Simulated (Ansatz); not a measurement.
## Cost against result

The pair of NH4⁺ (SMILES [NH4+], atoms 1–5) and CH3F (SMILES CF, atoms 6–10), both closed shells, in one local arrangement (a lower one may exist), relaxed at PBE0-D4/def2-TZVP:

| atom | x (Å) | y (Å) | z (Å) |
| --- | --- | --- | --- |
| N1 | 0.0363 | 0.0056 | -1.9444 |
| H2 | 0.0145 | 0.0271 | -0.9009 |
| H3 | -0.5770 | -0.7315 | -2.2945 |
| H4 | 0.9888 | -0.1646 | -2.2699 |
| H5 | -0.2840 | 0.9067 | -2.3029 |
| C6 | -0.0329 | -0.0401 | 2.0261 |
| F7 | -0.0733 | 0.4198 | 0.6838 |
| H8 | -0.1227 | 0.8381 | 2.6608 |
| H9 | 0.9210 | -0.5417 | 2.1750 |
| H10 | -0.8709 | -0.7194 | 2.1671 |

Interaction energies are counterpoise-corrected; the time is that of the whole pair.

Ansatz 0.2.0; basis: as named in each row; cores frozen in the correlated methods. B3LYP uses VWN-RPA correlation. Extrapolation: Hartree–Fock as exp(−7.88 √X), correlation as X^−2.97.

Times are rough, for one single point on 4 threads of a shared host (Arm Neoverse V2).

The estimate by CCSD(T) at an estimated basis limit (MP2 extrapolated from triple and quadruple zeta, plus CCSD(T) − MP2 in triple zeta) is -0.719 eV.

```json
{"method": "HF", "basis": "STO-3G", "time (s)": "under 1", "interaction energy (eV)": "-0.570", "method less estimate": "0.149"}
{"method": "PBE-D4", "basis": "STO-3G", "time (s)": "under 1", "interaction energy (eV)": "-0.855", "method less estimate": "-0.136"}
{"method": "SPW92", "basis": "def2-SVP", "time (s)": "under 1", "interaction energy (eV)": "-0.890", "method less estimate": "-0.171"}
{"method": "B3LYP-D4", "basis": "6-31G", "time (s)": "under 1", "interaction energy (eV)": "-0.872", "method less estimate": "-0.152"}
{"method": "PBE-D4", "basis": "def2-SVP", "time (s)": "under 1", "interaction energy (eV)": "-0.749", "method less estimate": "-0.030"}
{"method": "PBE0-D4", "basis": "def2-SVP", "time (s)": "under 1", "interaction energy (eV)": "-0.766", "method less estimate": "-0.047"}
{"method": "CCSD(T)", "basis": "def2-SVP", "time (s)": "1", "interaction energy (eV)": "-0.678", "method less estimate": "0.041"}
{"method": "PBE-D4", "basis": "def2-TZVPPD", "time (s)": "1", "interaction energy (eV)": "-0.712", "method less estimate": "0.007"}
{"method": "revPBE-D4", "basis": "def2-TZVPPD", "time (s)": "1", "interaction energy (eV)": "-0.655", "method less estimate": "0.064"}
{"method": "BLYP-D4", "basis": "def2-TZVPPD", "time (s)": "1", "interaction energy (eV)": "-0.702", "method less estimate": "0.018"}
{"method": "wB97M-V", "basis": "def2-SVP", "time (s)": "1", "interaction energy (eV)": "-0.755", "method less estimate": "-0.036"}
{"method": "r2SCAN-D4", "basis": "def2-TZVPPD", "time (s)": "2", "interaction energy (eV)": "-0.712", "method less estimate": "0.007"}
{"method": "B3LYP-D4", "basis": "def2-TZVPPD", "time (s)": "2", "interaction energy (eV)": "-0.729", "method less estimate": "-0.010"}
{"method": "PBE0-D4", "basis": "def2-TZVPPD", "time (s)": "3", "interaction energy (eV)": "-0.726", "method less estimate": "-0.007"}
{"method": "HSE06-D4", "basis": "def2-TZVPPD", "time (s)": "3", "interaction energy (eV)": "-0.725", "method less estimate": "-0.006"}
{"method": "B2PLYP", "basis": "def2-TZVPPD", "time (s)": "4", "interaction energy (eV)": "-0.707", "method less estimate": "0.013"}
{"method": "B97M-V", "basis": "def2-TZVPPD", "time (s)": "5", "interaction energy (eV)": "-0.708", "method less estimate": "0.011"}
{"method": "wB97X-V", "basis": "def2-TZVPPD", "time (s)": "6", "interaction energy (eV)": "-0.711", "method less estimate": "0.008"}
{"method": "wB97M-V", "basis": "def2-TZVPPD", "time (s)": "6", "interaction energy (eV)": "-0.712", "method less estimate": "0.007"}
{"method": "MP2", "basis": "def2-QZVPPD", "time (s)": "19", "interaction energy (eV)": "-0.712", "method less estimate": "0.007"}
{"method": "CCSD(T)", "basis": "def2-TZVPPD", "time (s)": "61", "interaction energy (eV)": "-0.692", "method less estimate": "0.027"}
```

No T1 diagnostic of these runs exceeds 0.011.
